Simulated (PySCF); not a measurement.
AlCl₃, SMILES [Al]([Cl])([Cl])[Cl] (connectivity only; charge and spin as stated), charge -1, multiplicity 2. Atoms are numbered in the order given.

```xyz
4

Al     0.0000     0.0000     0.6418
Cl     1.7885    -1.0326    -0.1636
Cl    -1.7885    -1.0326    -0.1636
Cl     0.0000     2.0652    -0.1636
```
Charge -1, spin multiplicity 2.

The structure is a stationary point at PBE0-D3(BJ)/def2-SVPD. The multiplicity is an assumed one; other spin states were not compared. The isomer is the one that the SMILES or the coordinates give; other isomers of the formula were not compared.

Two levels are set side by side: PBE/pcH-1 (PySCF) and B3LYP/pcH-1 (PySCF). Contact hyperfine couplings, same geometry. Differences are taken from unrounded values.

```json
[
 {"quantity": "A(iso) of 27Al, atom Al1 (MHz)", "B3LYP": "1314.4"},
 {"quantity": "A(iso) of 35Cl, atom Cl2 (MHz)", "B3LYP": "44.2"},
 {"quantity": "A(iso) of 35Cl, atom Cl3 (MHz)", "B3LYP": "44.2"},
 {"quantity": "A(iso) of 35Cl, atom Cl4 (MHz)", "B3LYP": "44.2"}
]
```

### Question
What does PBE give, and how far is it from B3LYP? (An estimate is asked for; the answer gives what the named calculation found.)

### Answer

| quantity | PBE | PBE minus B3LYP |
|---|---|---|
| A(iso) of 27Al, atom Al1 (MHz) | 1206.0 | -108.5 |
| A(iso) of 35Cl, atom Cl2 (MHz) | 41.2 | -3.0 |
| A(iso) of 35Cl, atom Cl3 (MHz) | 41.2 | -3.0 |
| A(iso) of 35Cl, atom Cl4 (MHz) | 41.2 | -3.0 |

Rough cost on one machine, each run with all the roots and properties that it gave: B3LYP against PBE within a factor of 2.
